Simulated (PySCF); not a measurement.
All values below come from PBE-D3(BJ)/def2-TZVP // ωB97X-D3(BJ)/def2-TZVP (PySCF). All species are isolated molecules in the gas phase. Excitations are Tamm–Dancoff values on a coarser integration grid. The basis has no diffuse functions, so Rydberg states are missing or too high.

Reference species (SMILES): `[F][Al]([F])[F]` (neutral, multiplicity 1).

* **S1 excitation (TDA)**: 7.27 eV
* **T1 excitation (TDA)**: 7.07 eV
* **HOMO–LUMO gap**: 7.19 eV
* **S1 oscillator strength**: 0.000

Changed species: `[Cl][Al]([Cl])[Cl]` (3 of 3 F replaced by Cl; the reference has 0 of 3 F replaced by Cl).

Q: Predict the effect on the S1 excitation (TDA), T1 excitation (TDA), HOMO–LUMO gap and S1 oscillator strength.

A: the S1 excitation (TDA) decreases by 1.30 eV, to 5.97 eV; the T1 excitation (TDA) falls by 1.33 eV, to 5.74 eV; the HOMO–LUMO gap falls by 1.33 eV, to 5.86 eV; the S1 oscillator strength hardly moves.
